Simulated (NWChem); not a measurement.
# Basis-set convergence for ethylene (C$_{2}$H$_{4}$)

```xyz
6

C      0.0000     0.0000     0.6703
C      0.0000     0.0000    -0.6703
H      0.9374     0.0000     1.2507
H     -0.9374     0.0000     1.2507
H     -0.9374     0.0000    -1.2507
H      0.9374     0.0000    -1.2507
```
Charge 0, spin multiplicity 1.

Program: NWChem. All single points use one geometry, from PBE/def2-SVP, a minimum by its harmonic frequencies.

Quantity: vertical ionisation energy at the level ΔPBE0 (Δ: difference of total energies, the cation a doublet at the parent's geometry with its hole in an orbital of symmetry b2u (D2h labels); it is the state that the SCF runs reached, from PBE0 orbitals for Hartree-Fock references, and need not be the lowest).

The Pople sets run with spherical d functions. No SCF solution was tested for a lower state.

Costs are rough ratios of processor time within this set of runs, SCF included, with 6-31G* as 1.

### Question
In def2-QZVP the value is 10.42 eV. Among 6-31G*, 6-311G**, def2-SVPD, 6-311++G**, pcseg-2, cc-pVTZ, aug-cc-pVTZ, which is the smallest basis within 0.2 eV of it?

### Answer
6-31G*, with 36 functions against 234 and about 3 % of the time (also within reach: 6-311G**, def2-SVPD, 6-311++G**, pcseg-2, cc-pVTZ, aug-cc-pVTZ). def2-QZVP isn't the basis-set limit itself, and a small set can land close by cancellation.

| basis | functions | vertical ionisation energy (eV) | relative cost |
|---|---|---|---|
| 6-31G* | 36 | 10.27 | 1 |
| 6-311G** | 60 | 10.41 | under 3 |
| def2-SVPD | 72 | 10.48 | under 3 |
| 6-311++G** | 72 | 10.44 | under 3 |
| pcseg-2 | 116 | 10.44 | 3 |
| cc-pVTZ | 116 | 10.41 | 3 |
| aug-cc-pVTZ | 184 | 10.43 | 10 |
| def2-QZVP | 234 | 10.42 | 30 |
